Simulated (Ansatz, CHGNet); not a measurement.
Wurtzite CdSe: properties by level of theory

Reference values: lattice constant a 4.298 Å (measured, temperature not stated, not corrected to a static lattice; as tabulated in PVEducation, CdSe (wurtzite), citing its ref. 1); lattice parameter c 7.015 Å (measured, temperature not stated, not corrected to a static lattice; as tabulated in PVEducation, CdSe (wurtzite), citing its ref. 1); formation enthalpy -0.75 eV/atom (measured, 298 K, no zero-point or thermal correction; as tabulated in Zhang et al. (2018), doi:10.1038/s41524-018-0065-z).

```tsv
level (code)	equilibrium lattice constant a (Å)	c axis length (Å)	enthalpy of formation (eV/atom)
CHGNet-r²SCAN (CHGNet)	4.328	7.131	-0.736
LDA (Ansatz)	4.247	6.942	-0.545
PBE-D4 (Ansatz)	4.322	7.064	-0.562
rVV10 (Ansatz)	4.385	7.183	-0.570
r²SCAN (Ansatz)	4.340	7.078	-0.765
HSE06 (Ansatz)	4.348	7.090	-0.759
```

Differences from the reference values (errors of the level alone only where the reference is corrected to a static lattice):

| level | lattice constant a (%) | lattice parameter c (%) | formation enthalpy (eV/atom) |
|---|---|---|---|
| CHGNet-r²SCAN | +0.70 | +1.65 | +0.014 |
| LDA | -1.19 | -1.04 | +0.205 |
| PBE-D4 | +0.56 | +0.70 | +0.188 |
| rVV10 | +2.02 | +2.39 | +0.180 |
| r²SCAN | +0.98 | +0.90 | -0.015 |
| HSE06 | +1.16 | +1.07 | -0.009 |

Nearest: lattice constant a, not ranked (reference at room or unstated temperature); lattice parameter c, not ranked (reference at room or unstated temperature); formation enthalpy, HSE06 or CHGNet-r²SCAN or r²SCAN.

Machine-learned potentials (CHGNet-r²SCAN) are trained on DFT data, which may include these solids.

Caveats: hybrids on metals are sensitive to the k mesh and can open a false gap (HSE06). Ansatz's density-functional and Hartree–Fock values are scalar-relativistic unless marked +SOC, with PAW data made under PBE.

Differences are worked out from the printed values.

Computed values are for the static lattice.

Ansatz is a program for electronic structure.
